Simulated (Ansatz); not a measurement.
# BH (quintet): wave-function methods side by side, aug-cc-pVDZ

An exercise on one series of results from a longer session: the logs are not shown, and one member is left open.

Program: Ansatz 0.2.0, Gaussian basis. Level of theory: aug-cc-pVDZ, core rule «outside noble gas», up to 1 orbitals frozen. These are calculated values, not measurements.

Plan: UHF; CCSD(T) on ROHF; CCSD(T) on UHF; BCCD(T) on ROHF; CISD; CCSDT(Q) on ROHF; CCSDT(Q) on UHF; Full CI.

20 further runs of the same task are left out: 2 for a known fault of the program, 9 that didn't finish, 9 set aside as unsound or not needed.

### What is computed

The geometry is a PBE0/def2-TZVPD stationary point (not a proven minimum) of the parent state, kept for this charge and spin.

2 atoms, charge 0, spin multiplicity 5.

Atoms are counted from 1 here; the program's logs count them from 0.

Bond lengths: B1–H2 1.206 Å.

The first run:

File in.yaml:

```yaml
crystal:
  periodic: [false, false, false]
  atoms:
    - {symbol: B, position_ang: [0.000000, 0.000000, 0.000000]}
    - {symbol: H, position_ang: [0.000000, 0.000000, 1.205800]}
basis:
  gaussian: {orbitals: aug-cc-pVDZ}
magnetization: {spin_polarized: true, initial_magnetization: 4}
hamiltonian: {xc: hf}
output: {orbitals: {seedname: orbitals}}
```

On the command line:

```sh
$ ansatz run in.yaml --threads 1 --pin off --events-out ev --progress --plain --max-ram 2393MiB
```

Steps of the session up to this table: UHF; CCSD(T) on ROHF; CCSD(T) on UHF; BCCD(T) on ROHF; CISD; CCSDT(Q) on ROHF; CCSDT(Q) on UHF; Full CI.

One of the session's tables, all rows but one given; the rest of the session is left out.

It belongs to the step «Misses and costs». 

```
   method  from FCI (kJ/mol)
     ROHF              +64.2
      UHF              +64.1
     RMP2                  ?
     UMP2              +18.4
     CISD               +0.8
    RCCSD               +0.7
    UCCSD               +0.6
 RCCSD(T)               +0.2
 UCCSD(T)               +0.1
  BCCD(T)               +0.2
   RCCSDT                0.0
   UCCSDT                0.0
RCCSDT(Q)                0.0
UCCSDT(Q)               -0.1
      FCI                  0
```

Estimate the missing values for RMP2.

The run gave: from FCI (kJ/mol): +18.5. In the column «from FCI (kJ/mol)» it lies between UMP2 (+18.4) and UHF (+64.1).

Limits of these values: Levels on UHF freeze UHF's core orbitals, full CI those of ROHF, so the U rows can settle a little off it for that reason alone. Restricted and unrestricted rows rest on different reference determinants; where their highest levels disagree by more than a few hundredths of an eV, they describe different states and don't form one ladder.
